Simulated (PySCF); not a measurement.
**Relaxing a trial structure of CH6Al2**

The starting geometry of this gas-phase singlet was optimised with GFN2-xTB.

```
atom    x (Å)    y (Å)    z (Å)
   C  -0.2966  -0.6884   0.6323
  Al  -1.7775   0.5623   0.1409
  Al   0.7829   0.4721  -0.5839
   H  -0.1088  -0.6960   1.7176
   H  -3.2992   0.4966  -0.1566
   H  -1.1549   2.0310   0.2752
   H  -0.3036  -1.7439   0.3191
   H  -0.1421   0.7205  -1.8694
   H   2.2284   1.0279  -0.6808
```

Predict what becomes of its bonds when it is optimised with PBE-D3(BJ)/def2-SVP.

New bonds form, giving a structure with H6 bridging Al2 and Al3, H8 bridging Al3 and Al2, given below by its coordinates. Distances that change by over a tenth: Al2–Al3 (2.66 → 2.37 Å), Al2–H6 (1.60 → 1.81 Å), Al3–H8 (1.60 → 1.81 Å). Contacts that close: Al2–H8 (2.60 → 1.81 Å), Al3–H6 (2.63 → 1.81 Å).

The energy falls by 0.48 eV over 23 steps:

| step | E − E(last) (eV) |
| --- | --- |
| 1 | 0.476 |
| 3 | 0.322 |
| 6 | 0.180 |
| 8 | 0.117 |
| 11 | 0.118 |
| 13 | 0.007 |
| 16 | 0.002 |
| 18 | 0.000 |
| 21 | 0.000 |
| 23 | 0.000 |

Final geometry (Å):

```yaml
atoms:
  - { symbol: C, position_ang: [-0.2871, -0.7570, 0.6815] }
  - { symbol: Al, position_ang: [-1.6752, 0.4064, -0.1339] }
  - { symbol: Al, position_ang: [0.6726, 0.6598, -0.3271] }
  - { symbol: H, position_ang: [-0.1961, -0.7547, 1.7870] }
  - { symbol: H, position_ang: [-3.2079, 0.7649, -0.3686] }
  - { symbol: H, position_ang: [-0.5983, 1.8043, 0.2503] }
  - { symbol: H, position_ang: [-0.2056, -1.7984, 0.3081] }
  - { symbol: H, position_ang: [-0.6100, 0.4980, -1.5887] }
  - { symbol: H, position_ang: [2.0362, 1.3286, -0.8025] }
```

No frequencies were run, so the end isn't proven a minimum. Run with PySCF 2.14.0, 76 s on 2 threads of Intel(R) Xeon(R) 6975P-C (Granite Rapids) (shared host).
